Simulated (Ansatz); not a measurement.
`NBO` and `[NH2][AlH][OH]` differ in one element.

Ansatz, PBE0-D4/def2-TZVP geometries, multiplicity 1. Each molecule was computed in one conformer, which needn't be the lowest.

| property | `NBO` |
| --- | --- |
| LUMO energy (PBE/def2-TZVPP) / eV | 0.31 |
| HOMO–LUMO gap (PBE0/def2-TZVPP) / eV | 8.91 |
| vertical ionisation energy (CCSD(T)/CBS(def2)) / eV | 10.57 |
| HOMO–LUMO gap (ωB97M-V/def2-TZVPP) / eV | 12.60 |
| HOMO energy (PBE/def2-TZVPP) / eV | -6.31 |
| LUMO energy (PBE0/def2-TZVPP) / eV | 1.14 |

Problem. What does the change do to each property? (Best estimate.)

Solution. Ansatz gave: 
| property | `[NH2][AlH][OH]` | shift |
| --- | --- | --- |
| LUMO energy (PBE/def2-TZVPP) / eV | -0.58 | -0.89 |
| HOMO–LUMO gap (PBE0/def2-TZVPP) / eV | 7.55 | -1.36 |
| vertical ionisation energy (CCSD(T)/CBS(def2)) / eV | 10.12 | -0.45 |
| HOMO–LUMO gap (ωB97M-V/def2-TZVPP) / eV | 11.51 | -1.09 |
| HOMO energy (PBE/def2-TZVPP) / eV | -5.97 | 0.34 |
| LUMO energy (PBE0/def2-TZVPP) / eV | 0.17 | -0.97 |

With PBE0 the HOMO rises by 0.38 eV and the LUMO falls by 0.97 eV, so the gap narrows by about 1.35 eV. PBE moves the HOMO by 0.34 eV and ωB97M-V by 0.38 eV.
